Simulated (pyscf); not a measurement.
# Four-centre exchange: H₃C–Al [singlet] + H₂O → HO–Al [singlet] + CH₄

Gas phase, singlet surface, charge 0. Bonds broken: Al1–C2, O6–H7. Bonds formed: Al1–O6, C2–H7. Structures and frequencies: ωB97X-D3(BJ)/def2-SVP in PySCF. MP2 and CC: frozen core, UHF for open shells. ΔMP2 is the change of the MP2 total energy from the triple- to the quadruple-zeta basis.

Transition state (Å):

```xyz
8

Al     0.6586    -0.0584     0.4021
C     -1.4644    -0.6520    -0.0110
H     -1.2705    -1.7279    -0.1792
H     -2.3257    -0.4057    -0.6645
H     -1.8348    -0.5449     1.0259
O      0.1044     1.0567    -1.1163
H     -0.8134     0.4578    -0.7806
H      0.0678     2.0091    -1.2612
```

One imaginary mode, 1247i cm⁻¹; descent along it reached the two sides named, in the forms told below.

```csv
bond,change,reactant side (Å),saddle,product side
Al1–C2,breaks,2.019,2.243,3.7
O6–H7,breaks,0.968,1.146,2.6
Al1–O6,forms,2.145,1.964,1.688
C2–H7,forms,2.8,1.499,1.098
```

Electronic energies relative to the separated reactants (kcal/mol):

```csv
level,barrier,reaction energy,reverse barrier
ωB97X-D3(BJ)/def2-TZVP,2.5,-46.8,49.3
PBE/def2-TZVP,-2.9,-47.0,44.0
r²SCAN/def2-TZVP,-2.3,-49.2,46.9
B3LYP-D3(BJ)/def2-TZVP,1.8,-48.8,50.6
PBE0-D3(BJ)/def2-TZVP,-0.6,-46.3,45.7
M06-2X/def2-TZVP,0.7,-48.8,49.4
ωB97M-D3(BJ)/def2-TZVP,1.9,-48.4,50.3
HF/def2-TZVP,17.6,-49.6,67.3
MP2/def2-QZVPP,2.7,-47.5,50.2
CCSD/def2-TZVPP,7.5,-46.0,53.5
CCSD(T)/def2-TZVPP,4.9,-46.0,50.9
CCSD(T)/def2-TZVPP + ΔMP2(QZVPP),5.0,-46.0,51.0
```

With CCSD(T)/def2-TZVPP + ΔMP2(QZVPP) energies and thermal terms (ideal gas, 1 atm, RRHO with modes under 100 cm⁻¹ raised to 100, one conformer, R ln 2 for rigid chiral ones), in kcal/mol:

```json
[
 {"T (K)": "298", "ΔH‡": "3.7", "ΔG‡": "12.9", "ΔH": "-44.7", "ΔG": "-43.6"},
 {"T (K)": "600", "ΔH‡": "3.8", "ΔG‡": "22.2", "ΔH": "-44.9", "ΔG": "-42.3"},
 {"T (K)": "900", "ΔH‡": "4.5", "ΔG‡": "31.2", "ΔH": "-44.9", "ΔG": "-41.0"},
 {"T (K)": "1200", "ΔH‡": "5.3", "ΔG‡": "40.0", "ΔH": "-44.7", "ΔG": "-39.8"}
]
```

On the reactant side the descent ends in an adduct with a Al–O contact, 10.0 kcal/mol under the separated species and 12.5 kcal/mol under the saddle at ωB97X-D3(BJ)/def2-TZVP. At PBE, r²SCAN, PBE0-D3(BJ) the saddle lies under the separated reactants, which points to a path from their complex (located at ωB97X-D3(BJ) alone). What is counted as formed (Al–O) is already present as a longer contact in the reactant adduct; forming that adduct is a step of its own. One saddle was located; it need not be the lowest between these sides. The CCSD(T) − MP2 part came from Ansatz, without density fitting, on the same reference.
